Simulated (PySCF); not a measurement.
N2.
SMILES: `N#N`

The calculation used PBE0/def2-TZVP geometry optimisation, gas phase in PySCF.

Masses are those of the commonest isotopes; rigid-rotor values at the optimised geometry. 

Problem. What are the moment of inertia and the rotational constant?

Solution. I = 8.311 u·Å², B = 505379 MHz·u·Å²/I = 60810 MHz (2.0284 cm⁻¹, or 2.918 K as hB/k). For two atoms I = μr² with μ = 7.0015 u and r = 1.0895 Å.

Problem. List the first levels of a rigid rotor in a Σ state.

Solution. E(J) = BJ(J+1): J = 1: 4.057, J = 2: 12.170, J = 3: 24.341, J = 4: 40.568, J = 5: 60.852, J = 6: 85.193 cm⁻¹.

Problem. Has it a pure rotational spectrum?

Solution. Not by electric dipole: D∞h allows no dipole (computed 0.00 D). Rotational Raman lines (ΔJ = 2) lie at B(4J + 6), spaced by 4B = 8.114 cm⁻¹, with nuclear-spin weights that differ between even and odd J.

No PBE0/def2-TZVP frequencies stand behind this structure, so it isn't proved a minimum. No vibrational averaging or centrifugal distortion is included, and the geometry carries the error of its method.
